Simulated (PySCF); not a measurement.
Isomers of C6H6N2. Computed with PySCF, PBE0-D3(BJ)/def2-SVP geometry optimisation, gas phase. One conformer each; no zero-point energy, no entropy. No frequencies were run at this level. Point groups hold within 0.08 Å.

Problem. Order them by energy at this level, lowest first, and give relative energies in kJ/mol.
A. `[C-]#[N+]C1=CC=CN1C`
B. `c1cc2[nH]ccc2[nH]1`
C. `[N:1]#[C:2][CH2:3]/[CH:4]=[CH:5]/[CH2:6][C:7]#[N:8]` with C2–C3–C4–C5 -119°, C4–C5–C6–C7 120°

Solution. B (0.0), A (126.4), C (162.5).

As drawn, the lowest has an aromatic ring and an N–H bond, which the highest lacks; the highest has a C≡N group and a C=C bond outside aromatic rings, which the lowest lacks.

```csv
SMILES,E (Eh),E rel (kJ/mol),dipole (D),point group,"A, B, C (MHz)"
c1cc2[nH]ccc2[nH]1,-341.10603,0.0,0.00,C2h,"5253, 2187, 1544"
[C-]#[N+]c1cccn1C,-341.05789,126.4,3.88,Cs,"3761, 2110, 1363"
N#CC/C=C/CC#N,-341.04415,162.5,0.00,Ci,"10344, 681.5, 657.0"
```
